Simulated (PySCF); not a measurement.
# C4H4F2: the cost of one run

Computed with PySCF 2.14.0, with density-fitted response routines of our own, on a single molecule in the gas phase. Atoms count from 0, in the outputs and in this text.

### 1 The starting structure

10 atoms, charge 0, multiplicity 1; geometry from: GFN2-xTB. The atoms were then displaced at random by about 0.01 Å, so the start is not that level's minimum.

Bonds of the start (Å): C0–C1 1.36, C1–C2 1.45, C2–C3 1.27, C3–F4 1.35, C3–F5 1.36, C0–H6 1.06, C0–H7 1.08, C1–H8 1.06, C2–H9 1.10.

### 2 Optimising the geometry at PBE0-D3(BJ)/def2-SVP

Job settings and geometry (Å):

```
{"job": {"xc": "PBE0", "basis": "def2-SVP", "d3": "d3bj", "grid": 1, "shake": 0.01, "kind": "geom"}, "charge": 0, "multiplicity": 1}
C      1.863100    -0.340180     0.082150
C      0.594770    -0.253260    -0.389800
C     -0.531250     0.235470     0.389980
C     -1.720750     0.311490    -0.059710
F     -2.160780    -0.051970    -1.281300
F     -2.796130     0.756860     0.643100
H      2.663590    -0.682850    -0.525350
H      2.102340     0.001220     1.075280
H      0.367290    -0.557750    -1.376460
H     -0.331750     0.560040     1.421050
```

Run with:

```bash
$ OMP_NUM_THREADS=1 python probes_run.py task.json out
```

One launch serves the whole session: the jobs run in the order shown.

**Question.** How long does this first job take on 1 thread of Arm Neoverse V2, shared host, and how much memory does it need?

About 23 s, with a peak of 0.42 GiB.
